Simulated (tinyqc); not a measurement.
Orbital energy against energy difference: ionisation energy by orbital energies and by energy differences in the 6-31g* basis, for CH4, spin multiplicity 1. Computed by the program tinyqc with PySCF. 

Geometry (angstrom):
```
atom        x        y        z
C      0.0000   0.0000   0.0000
H      0.6150   0.6150   0.6150
H      0.6150  -0.6150  -0.6150
H     -0.6150   0.6150  -0.6150
H     -0.6150  -0.6150   0.6150
```

CCSD(T) difference in the same basis = 14.1869 eV

IP-EOM-CCSD = 14.2072 eV

The cation is unrestricted; errors are against CCSD(T) in this basis, not against experiment.

First vertical ionisation energy (eV):
```
method     -e(HOMO)  E(cation) - E  error of -e(HOMO)  error of the difference
HF          14.9942      13.535561             0.8073                  -0.6513
LDA          9.3575      14.345188            -4.8294                   0.1583
PBE          9.3578      14.247803            -4.8291                   0.0609
B3LYP       10.7180      14.415899            -3.4689                   0.2290
PBE0        10.9989      14.361640            -3.1880                   0.1747
CAM-B3LYP   12.4883      14.427581            -1.6986                   0.2407
LC-wPBE     14.0193      14.487161            -0.1676                   0.3003
```

Koopmans errs by +0.81 eV and Delta-HF by -0.65 eV: relaxation, 1.46 eV, lowers the value and the missing correlation difference works against it. The PBE level is off by -4.8 eV through the wrong tail of its potential, though its energy difference is off by +0.06 eV; exact exchange deepens the level, and among the orbital energies LC-wPBE comes closest; among the differences PBE does.
